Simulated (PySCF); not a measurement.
C3H4, SMILES C=C=C. Atoms are numbered in the order given.

```xyz
7

C      0.0000     0.0000    -1.3001
C      0.0000     0.0000     0.0000
C      0.0000     0.0000     1.3001
H      0.6550     0.6550    -1.8632
H     -0.6550    -0.6550    -1.8632
H      0.6550    -0.6550     1.8632
H     -0.6550     0.6550     1.8632
```
Charge 0, spin multiplicity 1.

Geometry: B3LYP-D3(BJ)/def2-TZVP.

Method: PBE/def2-TZVPD run with PySCF.

The molecule is in vacuum.

Computed frontier levels, gap, dipole moment and polarisability:
The highest occupied level comes out as -6.56 eV and the lowest empty level is -0.76 eV. The orbital gap comes out as 5.81 eV and the dipole moment is 0.00 D. The quadrupole, principal values (traceless, Buckingham form, about the centre of nuclear charge) comes out as -1.84, -1.84, 3.68 D·Å, the mean static polarisability is 41.2 bohr³ (6.10 Å³) and the polarisability, principal values is 30.1, 30.1, 63.4 bohr³.
